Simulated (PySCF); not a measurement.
**Level of theory and bond dissociation enthalpies: formic acid**

Structure: `O=CO` (CH2O2). Atom numbers as in the mapped SMILES `[O:1]=[CH:2][OH:3]`.

All levels share the PBE0-D3(BJ)/def2-SVP structures and the PBE0-D3(BJ)/def2-SVP thermal terms; only the single-point energies (PySCF) change. Values are bond dissociation enthalpies (298 K, kJ/mol).

| level | C2–H | O3–H | C2–O3 | time |
| --- | --- | --- | --- | --- |
| HF/ma-def2-TZVP | 327 | 455 | 313 | 3 s |
| MP2/ma-def2-TZVP | 403 | 461 | 476 | 11 s |
| CCSD(T)/ma-def2-TZVP | 406 | 454 | 445 | 7.2 min |
| B3LYP-D3(BJ)/def2-TZVP | 409 | 439 | 442 | – |

Times are wall times for all single points of a level on 1 thread of Intel Xeon @ 2.60GHz, a shared host; the dash marks the run that also made the structures.

Hartree-Fock leaves out electron correlation, so its bond energies come out too low, often by 100 kJ/mol or more.

The widest spread is that of C2–O3: 163 kJ/mol, from 313 to 476.

Known limits: the order of O3–H and C2–O3 is undecided: the gaps lie inside the method's error (some 10 kJ/mol, one structure a species); acyloxyl radicals have several close states, and functionals often give them a symmetry-broken structure, so values with them are uncertain; radicals beside a multiple bond are drawn in one resonance form, and their spin spreads.
